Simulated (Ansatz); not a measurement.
A displaced shape of singlet Na2:

```xyz
2

Na    0.0020   -0.0251   -1.5195
Na    0.0330   -0.0371    1.5571
```

It was optimised with PBE0/def2-SVP in Ansatz (development build ahead of 0.2.0) to forces under 0.001 eV/Å, with restricted orbitals. Each step stands on the lowest determinant of that kind that the program's search found.

(1) What shape does it relax to, and how does the optimisation go?

Results:

(1)

```json
{"atom": "Na", "x (Å)": "0.0018", "y (Å)": "-0.0250", "z (Å)": "-1.5436"}
{"atom": "Na", "x (Å)": "0.0333", "y (Å)": "-0.0372", "z (Å)": "1.5812"}
```

Bond lengths: Na1–Na2 3.125 Å.

| step | E − E(start) (eV) | largest force (eV/Å) |
| --- | --- | --- |
| 1 | 0.0000 | 0.0543 |
| 2 | -0.0004 | 0.0450 |
| 3 | -0.0013 | 0.0018 |
| 4 | -0.0013 | 0.0001 |

The optimisation ended after 4 steps with its threshold met.
